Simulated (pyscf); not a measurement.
Optimised with ωB97X-D3(BJ)/def2-SVP in PySCF.

Question: Estimate by transition-state theory the rate constant of H₂N–Si(Cl)(Cl)–Cl (SMILES N[Si](Cl)(Cl)Cl) + H₂O (SMILES O) → H₂N–Si(OH)(Cl)–Cl (SMILES N[Si](O)(Cl)Cl) + HCl (SMILES Cl) (singlet surface; Cl–Si, H–O broken, O–Si, Cl–H formed) at 298 K, with ωB97M-D3(BJ)/def2-TZVP energies (ideal gas, 1 atm, RRHO with modes under 100 cm⁻¹ raised to 100, one conformer, R ln 2 for rigid chiral ones; no tunnelling).

Answer: The electronic barrier is 13.0 kcal/mol and the thermal terms add +11.2, so ΔG‡ = 24.1 kcal/mol. With k_BT/h = 6.21e+12 s⁻¹ and RT = 0.592 kcal/mol, and a volume of 4.06e-20 cm³ per molecule at 1 atm, k = 5.3e-25 cm³ molecule⁻¹ s⁻¹. Wigner's tunnelling factor for 382i cm⁻¹ would be 1.14. A shift of 1 kcal/mol in the barrier changes k by a factor 5.4. On the reactant side the descent ends in an adduct with a O–Si contact, 8.1 kcal/mol over the separated species and 5.7 kcal/mol under the saddle at ωB97X-D3(BJ)/def2-TZVP. On the product side the descent ends in a complex, 6.3 kcal/mol under the separated species and 22.1 kcal/mol under the saddle at ωB97X-D3(BJ)/def2-TZVP. What is counted as formed (O–Si) is already present as a longer contact in the reactant adduct; forming that adduct is a step of its own. This is the saddle that the search found; another between the same sides may lie lower.
